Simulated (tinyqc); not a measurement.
The integration grid: Kohn-Sham TPSS on finer and finer grids in the sto-6g basis, for H2O, spin multiplicity 1. Computed by the program tinyqc with PySCF. 

Geometry (angstrom):
```
atom       x        y       z
O     0.0000   0.0000  0.0000
H     0.0000   0.7990  0.6510
H     0.0000  -0.8260  0.6720
```

Self-consistent on each grid; the net force on the molecule should vanish.

Kohn-Sham energy on Becke grids (radial x angular points per atom):
```
grid       points  residual of the electron count  E (hartree)  E - finest (mhartree)  largest net force without grid terms (hartree/bohr)
10 x 14       417                       -8.72e-03   -76.107422             -48.577602                                             7.84e-02
15 x 26      1165                        1.28e-02   -76.049921               8.922752                                             1.77e-02
20 x 50      2984                       -4.66e-04   -76.058447               0.397384                                             1.80e-02
30 x 86      7731                        2.55e-04   -76.058623               0.220625                                             8.77e-03
50 x 194    29068                       -1.11e-06   -76.058843               0.000998                                             2.96e-04
75 x 302    67872                       -1.42e-08   -76.058844               0.000389                                             3.85e-06
120 x 590  212167                       -8.64e-09   -76.058844               0.000000                                             5.70e-07
```

The energy is within 0.1 mhartree of the finest grid first at 50 x 194. The error has both signs, since quadrature is not variational. The electron count and the net force are cheap signs of a poor grid.
